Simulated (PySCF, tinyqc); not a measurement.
G0W0 on RHF in the sto-3g basis, for CH2, spin multiplicity 1, step by step. The lowest restricted solution is unstable here: a spin-polarised one lies 0.0372 hartree lower (PySCF). One step of it, computed by the program tinyqc.

Problem. Integrals over molecular orbitals. (pq|rs) = sum C_ip C_jq C_kr C_ls (ij|kl), one index at a time.

coefficients C:
```
,MO1,MO2,MO3,MO4,MO5,MO6,MO7
1C 1s,0.993184,-0.219815,0.000000,0.122979,0.000000,-0.170316,0.000000
1C 2s,0.029104,0.693292,0.000000,-0.561825,0.000000,0.993617,0.000000
1C 2px,0.000000,0.000000,0.000000,0.000000,1.000000,0.000000,0.000000
1C 2py,0.000000,0.000000,0.518611,0.000000,0.000000,0.000000,1.109233
1C 2pz,0.005177,0.142959,0.000000,0.807742,0.000000,0.697536,0.000000
2H 1s,-0.006522,0.271768,0.456328,0.225598,0.000000,-0.836998,-0.800187
3H 1s,-0.006522,0.271768,-0.456328,0.225598,0.000000,-0.836998,0.800187
```

core Hamiltonian H = T + V (hartree):
```
,1C 1s,1C 2s,1C 2px,1C 2py,1C 2pz,2H 1s,3H 1s
1C 1s,-18.673527,-4.504602,0.000000,0.000000,-0.014853,-0.967677,-0.967677
1C 2s,-4.504602,-5.610828,0.000000,0.000000,-0.156641,-2.214821,-2.214821
1C 2px,0.000000,0.000000,-4.488455,0.000000,0.000000,0.000000,0.000000
1C 2py,0.000000,0.000000,0.000000,-4.657744,0.000000,-1.616481,1.616481
1C 2pz,-0.014853,-0.156641,0.000000,0.000000,-4.544036,-0.960231,-0.960231
2H 1s,-0.967677,-2.214821,0.000000,-1.616481,-0.960231,-3.420341,-0.555373
3H 1s,-0.967677,-2.214821,0.000000,1.616481,-0.960231,-0.555373,-3.420341
```

Two-electron integrals (ij|kl) in chemists' order, unique and non-zero (hartree):
```
i,j,k,l,(ij|kl)
1,1,1,1,3.541948
2,1,1,1,0.576921
2,1,2,1,0.111888
2,2,1,1,0.854682
2,2,2,1,0.205284
2,2,2,2,0.624709
3,1,3,1,0.020296
3,2,3,1,0.030858
3,2,3,2,0.137996
3,3,1,1,0.852436
3,3,2,1,0.205335
3,3,2,2,0.624568
3,3,3,3,0.672833
4,1,4,1,0.020296
4,2,4,1,0.030858
4,2,4,2,0.137996
4,3,4,3,0.036269
4,4,1,1,0.852436
4,4,2,1,0.205335
4,4,2,2,0.624568
4,4,3,3,0.600295
4,4,4,4,0.672833
5,1,5,1,0.020296
5,2,5,1,0.030858
5,2,5,2,0.137996
5,3,5,3,0.036269
5,4,5,4,0.036269
5,5,1,1,0.852436
5,5,2,1,0.205335
5,5,2,2,0.624568
5,5,3,3,0.600295
5,5,4,4,0.600295
5,5,5,5,0.672833
6,1,1,1,0.123450
6,1,2,1,0.023800
6,1,2,2,0.043594
6,1,3,3,0.043444
6,1,4,1,0.001262
6,1,4,2,0.002350
6,1,4,4,0.043794
6,1,5,1,0.000723
6,1,5,2,0.001347
6,1,5,4,0.000200
6,1,5,5,0.043559
6,1,6,1,0.005177
6,2,1,1,0.297586
6,2,2,1,0.072438
6,2,2,2,0.242728
6,2,3,3,0.236893
6,2,4,1,0.005986
6,2,4,2,0.041337
6,2,4,4,0.249900
6,2,5,1,0.003430
6,2,5,2,0.023685
6,2,5,4,0.007452
6,2,5,5,0.241164
6,2,6,1,0.016078
6,2,6,2,0.123872
6,3,3,1,0.007348
6,3,3,2,0.038807
6,3,4,3,0.008074
6,3,5,3,0.004626
6,3,6,3,0.015182
6,4,1,1,0.220462
6,4,2,1,0.054357
6,4,2,2,0.193132
6,4,3,3,0.183399
6,4,4,1,0.011262
6,4,4,2,0.069322
6,4,4,4,0.209216
6,4,5,1,0.002242
6,4,5,2,0.017485
6,4,5,4,0.010167
6,4,5,5,0.186574
6,4,6,1,0.012629
6,4,6,2,0.117068
6,4,6,4,0.123815
6,5,1,1,0.126322
6,5,2,1,0.031146
6,5,2,2,0.110663
6,5,3,3,0.105085
6,5,4,1,0.002242
6,5,4,2,0.017485
6,5,4,4,0.110626
6,5,5,1,0.008633
6,5,5,2,0.048826
6,5,5,4,0.011249
6,5,5,5,0.116157
6,5,6,1,0.007236
6,5,6,2,0.067079
6,5,6,4,0.062245
6,5,6,5,0.050848
6,6,1,1,0.447995
6,6,2,1,0.110914
6,6,2,2,0.422545
6,6,3,3,0.400123
6,6,4,1,0.011511
6,6,4,2,0.106772
6,6,4,4,0.450377
6,6,5,1,0.006596
6,6,5,2,0.061179
6,6,5,4,0.028795
6,6,5,5,0.416622
6,6,6,1,0.024976
6,6,6,2,0.272819
6,6,6,4,0.284752
6,6,6,5,0.163160
6,6,6,6,0.774606
7,1,1,1,0.123450
7,1,2,1,0.023800
7,1,2,2,0.043594
7,1,3,3,0.043444
7,1,4,1,-0.001262
7,1,4,2,-0.002350
7,1,4,4,0.043794
7,1,5,1,0.000723
7,1,5,2,0.001347
7,1,5,4,-0.000200
7,1,5,5,0.043559
7,1,6,1,0.005008
7,1,6,2,0.015065
7,1,6,4,0.010780
7,1,6,5,0.006790
7,1,6,6,0.022937
7,1,7,1,0.005177
7,2,1,1,0.297586
7,2,2,1,0.072438
7,2,2,2,0.242728
7,2,3,3,0.236893
7,2,4,1,-0.005986
7,2,4,2,-0.041337
7,2,4,4,0.249900
7,2,5,1,0.003430
7,2,5,2,0.023685
7,2,5,4,-0.007452
7,2,5,5,0.241164
7,2,6,1,0.015065
7,2,6,2,0.087754
7,2,6,4,0.059821
7,2,6,5,0.046196
7,2,6,6,0.150092
7,2,7,1,0.016078
7,2,7,2,0.123872
7,3,3,1,0.007348
7,3,3,2,0.038807
7,3,4,3,-0.008074
7,3,5,3,0.004626
7,3,6,3,0.010020
7,3,7,3,0.015182
7,4,1,1,-0.220462
7,4,2,1,-0.054357
7,4,2,2,-0.193132
7,4,3,3,-0.183399
7,4,4,1,0.011262
7,4,4,2,0.069322
7,4,4,4,-0.209216
7,4,5,1,-0.002242
7,4,5,2,-0.017485
7,4,5,4,0.010167
7,4,5,5,-0.186574
7,4,6,1,-0.010780
7,4,6,2,-0.059821
7,4,6,4,-0.031919
7,4,6,5,-0.030888
7,4,6,6,-0.095189
7,4,7,1,-0.012629
7,4,7,2,-0.117068
7,4,7,4,0.123815
7,5,1,1,0.126322
7,5,2,1,0.031146
7,5,2,2,0.110663
7,5,3,3,0.105085
7,5,4,1,-0.002242
7,5,4,2,-0.017485
7,5,4,4,0.110626
7,5,5,1,0.008633
7,5,5,2,0.048826
7,5,5,4,-0.011249
7,5,5,5,0.116157
7,5,6,1,0.006790
7,5,6,2,0.046196
7,5,6,4,0.030888
7,5,6,5,0.033842
7,5,6,6,0.083757
7,5,7,1,0.007236
7,5,7,2,0.067079
7,5,7,4,-0.062245
7,5,7,5,0.050848
7,6,1,1,0.069183
7,6,2,1,0.016891
7,6,2,2,0.058483
7,6,3,3,0.056967
7,6,4,4,0.058828
7,6,5,1,0.001336
7,6,5,2,0.009796
7,6,5,5,0.059596
7,6,6,1,0.003654
7,6,6,2,0.026540
7,6,6,4,0.021819
7,6,6,5,0.015803
7,6,6,6,0.054379
7,6,7,1,0.003654
7,6,7,2,0.026540
7,6,7,4,-0.021819
7,6,7,5,0.015803
7,6,7,6,0.006983
7,7,1,1,0.447995
7,7,2,1,0.110914
7,7,2,2,0.422545
7,7,3,3,0.400123
7,7,4,1,-0.011511
7,7,4,2,-0.106772
7,7,4,4,0.450377
7,7,5,1,0.006596
7,7,5,2,0.061179
7,7,5,4,-0.028795
7,7,5,5,0.416622
7,7,6,1,0.022937
7,7,6,2,0.150092
7,7,6,4,0.095189
7,7,6,5,0.083757
7,7,6,6,0.261907
7,7,7,1,0.024976
7,7,7,2,0.272819
7,7,7,4,-0.284752
7,7,7,5,0.163160
7,7,7,6,0.054379
7,7,7,7,0.774606
```

Give: one-electron integrals over orbitals h = C^T H C; Two-electron integrals over orbitals.

Solution.

one-electron integrals over orbitals h = C^T H C (hartree):
```
,1,2,3,4,5,6,7
1,-18.6588,0.3570,0.0000,-0.1836,0.0000,0.2597,0.0000
2,0.3570,-4.5237,0.0000,0.1962,0.0000,-0.8147,0.0000
3,0.0000,0.0000,-3.9761,0.0000,0.0000,0.0000,-0.8819
4,-0.1836,0.1962,0.0000,-4.3456,0.0000,-0.3868,0.0000
5,0.0000,0.0000,0.0000,0.0000,-4.4885,0.0000,0.0000
6,0.2597,-0.8147,0.0000,-0.3868,0.0000,-3.4930,0.0000
7,0.0000,0.0000,-0.8819,0.0000,0.0000,0.0000,-3.6606
```

Two-electron integrals over orbitals (pq|rs), unique and non-zero (hartree):
```
p,q,r,s,(pq|rs)
1,1,1,1,3.5073
2,1,1,1,-0.2922
2,1,2,1,0.0388
2,2,1,1,0.7139
2,2,2,1,-0.0074
2,2,2,2,0.5404
3,1,3,1,0.0072
3,2,3,1,0.0128
3,2,3,2,0.1438
3,3,1,1,0.5956
3,3,2,1,-0.0025
3,3,2,2,0.5071
3,3,3,3,0.5175
4,1,1,1,0.1599
4,1,2,1,-0.0181
4,1,2,2,0.0143
4,1,3,3,0.0060
4,1,4,1,0.0263
4,2,1,1,-0.0842
4,2,2,1,0.0073
4,2,2,2,0.0229
4,2,3,3,0.0203
4,2,4,1,0.0137
4,2,4,2,0.0771
4,3,3,1,-0.0024
4,3,3,2,0.0241
4,3,4,3,0.0323
4,4,1,1,0.8067
4,4,2,1,-0.0130
4,4,2,2,0.5001
4,4,3,3,0.4619
4,4,4,1,-0.0121
4,4,4,2,-0.0854
4,4,4,4,0.6639
5,1,5,1,0.0217
5,2,5,1,0.0236
5,2,5,2,0.0906
5,3,5,3,0.0195
5,4,5,1,-0.0128
5,4,5,2,-0.0382
5,4,5,4,0.0503
5,5,1,1,0.8520
5,5,2,1,-0.0093
5,5,2,2,0.5431
5,5,3,3,0.4780
5,5,4,1,0.0046
5,5,4,2,-0.0448
5,5,4,4,0.5812
5,5,5,5,0.6728
6,1,1,1,-0.2229
6,1,2,1,0.0319
6,1,2,2,-1.23e-04
6,1,3,3,0.0005
6,1,4,1,-0.0050
6,1,4,2,0.0145
6,1,4,4,-0.0190
6,1,5,5,-0.0060
6,1,6,1,0.0317
6,2,1,1,0.2436
6,2,2,1,-0.0057
6,2,2,2,0.0817
6,2,3,3,0.0242
6,2,4,1,0.0145
6,2,4,2,0.0012
6,2,4,4,0.0764
6,2,5,5,0.1246
6,2,6,1,0.0020
6,2,6,2,0.0973
6,3,3,1,0.0012
6,3,3,2,-0.0714
6,3,4,3,-0.0294
6,3,6,3,0.0868
6,4,1,1,0.1067
6,4,2,1,1.21e-04
6,4,2,2,0.0360
6,4,3,3,0.0052
6,4,4,1,0.0041
6,4,4,2,-0.0048
6,4,4,4,0.0577
6,4,5,5,0.0515
6,4,6,1,0.0025
6,4,6,2,0.0502
6,4,6,4,0.0348
6,5,5,1,0.0166
6,5,5,2,0.0562
6,5,5,4,-0.0128
6,5,6,5,0.0436
6,6,1,1,0.6758
6,6,2,1,-0.0057
6,6,2,2,0.5261
6,6,3,3,0.5059
6,6,4,1,0.0213
6,6,4,2,0.0559
6,6,4,4,0.4504
6,6,5,5,0.4957
6,6,6,1,0.0060
6,6,6,2,0.0571
6,6,6,4,0.0225
6,6,6,6,0.5619
7,1,3,1,0.0125
7,1,3,2,0.0201
7,1,4,3,-0.0043
7,1,6,3,0.0018
7,1,7,1,0.0218
7,2,3,1,0.0090
7,2,3,2,0.0018
7,2,4,3,-0.0305
7,2,6,3,0.0463
7,2,7,1,0.0145
7,2,7,2,0.0542
7,3,1,1,0.2536
7,3,2,1,-0.0059
7,3,2,2,0.0604
7,3,3,3,0.0285
7,3,4,1,-0.0007
7,3,4,2,-0.0554
7,3,4,4,0.1239
7,3,5,5,0.1282
7,3,6,1,-0.0064
7,3,6,2,0.0753
7,3,6,4,0.0422
7,3,6,6,0.0062
7,3,7,3,0.1175
7,4,3,1,-0.0083
7,4,3,2,-0.0695
7,4,4,3,0.0081
7,4,6,3,0.0396
7,4,7,1,-0.0140
7,4,7,2,-0.0093
7,4,7,4,0.0603
7,5,5,3,0.0186
7,5,7,5,0.0226
7,6,3,1,0.0087
7,6,3,2,0.1131
7,6,4,3,0.0354
7,6,6,3,-0.0800
7,6,7,1,0.0139
7,6,7,2,-0.0241
7,6,7,4,-0.0513
7,6,7,6,0.1149
7,7,1,1,0.7508
7,7,2,1,-0.0093
7,7,2,2,0.5165
7,7,3,3,0.5177
7,7,4,1,0.0036
7,7,4,2,-0.0129
7,7,4,4,0.5247
7,7,5,5,0.5269
7,7,6,1,-0.0072
7,7,6,2,0.0435
7,7,6,4,0.0155
7,7,6,6,0.5116
7,7,7,3,0.0678
7,7,7,7,0.5601
```
